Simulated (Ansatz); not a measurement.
**Worked example: ideal-gas entropy of C2H2O (SMILES C#CO)**

A singlet with charge 0, relaxed at PBE0-D4/def2-TZVP (Ansatz 0.2.0):

```xyz
5

C    -1.0280    0.0387   -0.4241
C     0.0098   -0.0530    0.1669
O     1.0978   -0.1761    0.8699
H    -1.9454    0.1219   -0.9532
H     1.8658    0.0686    0.3405
```

Harmonic wavenumbers in cm⁻¹: 409, 453, 549, 649, 1111, 1251, 2303, 3500, 3811.

Masses in u: C 12.011, O 15.999, H 1.008. Take T = 298.15 K, p = 1 bar, R = 8.3145 J/(mol K), kT/hc = 207.22 cm⁻¹, rigid rotor and harmonic oscillator.

**Question.** Work out S° at 298 K.

**Answer.** 
1. Translation (Sackur–Tetrode): S = R[3/2 ln M + 5/2 ln T − 1.1517] with M = 42.037 gives 155.5 J/(mol K).
2. Rotation: principal moments 0.746, 51.432, 52.179 u Å² give A, B, C = 22.5886, 0.3278, 0.3231 cm⁻¹; the symmetry number is σ = 1; q = (√π/σ)√((kT/hc)³/ABC) = 3418; S = R(ln q + 3/2) = 80.1.
3. Vibration: with u = ν̃/207.22, each mode gives R[u/(eᵘ − 1) − ln(1 − e⁻ᵘ)]; the sum is 11.4, most from 409 cm⁻¹ (3.9), 453 cm⁻¹ (3.3), 549 cm⁻¹ (2.3).
4. Electronic: R ln 1 = 0.0, from the spin multiplicity alone.
5. Sum: 155.5 + 80.1 + 11.4 + 0.0 = 247.0 J/(mol K).

No measured value is set beside it here.
